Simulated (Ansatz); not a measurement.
SiH3O, doublet: from triple and quadruple zeta to the limit

```xyz
5

O    -1.7345    0.0118    0.0000
H    -1.9838    0.9384    0.0000
H    -0.5675    0.0118    0.0000
Si    1.0285    0.0118    0.0000
H     1.4249   -1.4677    0.0000
```

Connectivity, by distances: OH ··· SiH, 1 bridging H.

Ansatz 0.2.0, UHF determinant, valence electrons correlated. Energies in eV.

| set | X | functions | Hartree–Fock | MP2 correlation | CCSD(T) correlation | time |
| --- | --- | --- | --- | --- | --- | --- |
| def2-TZVPP | 3 | 115 | -9943.8641 | -9.8077 | -10.9733 | 46 s on 1 × NVIDIA H100 80GB HBM3 with 1 thread of AMD EPYC 7R13 Processor (Zen 3), on a shared host |
| def2-QZVPP | 4 | 217 | -9944.2133 | -10.5791 | -11.6660 | 69 s on 1 × NVIDIA H100 80GB HBM3 with 1 thread of AMD EPYC 7R13 Processor (Zen 3) (shared host) |

Hartree–Fock is taken to follow E(X) = E∞ + A·exp(−7.88·√X), correlation E(X) = E∞ + B·X^−2.97.

Cautions: an unrestricted solution with more broken spin lies lower; the determinant is a saddle point.

Question: Work out the CCSD(T) energy at the limit, and how far the shortcut misses it that extrapolates MP2 and adds CCSD(T) minus MP2 from the smaller set.

Answer: Hartree–Fock: E∞ = E4 + 0.1377·(E4 − E3) = -9944.2614. Correlation: E∞ = E4 + 0.7407·(E4 − E3) = -12.1792 for CCSD(T) and -11.1505 for MP2. The limit is -9956.4405 eV, 0.561 eV below def2-QZVPP. The shortcut gives a correlation energy of -11.1505 + (-1.1656) = -12.3160, 137 meV lower than the direct value.

Past Ne part of the Hartree–Fock step between the two sets comes from the cores, which don't follow the formula, so the 48 meV that it adds to the total can overshoot; that part largely cancels in differences.
